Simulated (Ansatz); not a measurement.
Antiferromagnetic (type II) rock-salt MnS, treated with rVV10 (Ansatz, an electronic-structure program, plane waves, PAW).

Numerical settings: plane-wave cutoff 520 eV, 10×10×10 k mesh, Fermi–Dirac smearing 0.01 eV, spin-polarised with opposed moments, scalar-relativistic PAW data made under PBE.

Energies at three volumes about the minimum:

```
V (Å³/atom)  E − E_lowest (meV/atom)
-----------  -----------------------
16.841                          1.71
17.185                          0.00
17.528                          1.62
```

Problem. Fit a parabola by hand: where is the minimum, and what is the bulk modulus?

Solution. Slopes: (0.00 − 1.71)/(17.185 − 16.841) = -4.971 and (1.62 − 0.00)/(17.528 − 17.185) = 4.723 meV/Å³. Curvature E″ = 2 × (4.723 − (-4.971))/(17.528 − 16.841) = 28.221 meV/Å⁶. From the middle of the first interval, the slope vanishes at V0 = 17.0130 − (-4.971)/28.221 = 17.189 Å³/atom. B = V0 E″ = 17.189 × 28.221 meV/Å³ × 0.1602 GPa per meV/Å³ = 77.7 GPa. The full Birch–Murnaghan fit to all volumes gives V0 = 17.184 Å³/atom and B0 = 77.6 GPa.

Shape and atoms are relaxed at each volume.

Measured, for comparison: bulk modulus 75 ± 2 GPa (room temperature, not corrected to a static lattice, our sources range from 72.0 to 88.0; as tabulated in Sweeney, Heinz, compression of alpha-MnS (alabandite), Phys. Chem. Miner. 20 …); equilibrium volume per atom 17.57 Å³/atom (4 K, zero-point motion not removed; as tabulated in PSI, practical course at SINQ: magnetic order in MnS). Computed (rounded) less measured: bulk modulus not scored (sources differ), equilibrium volume per atom -2.2 %.

Note: the bulk modulus comes from volumes at which shape and atoms were relaxed.
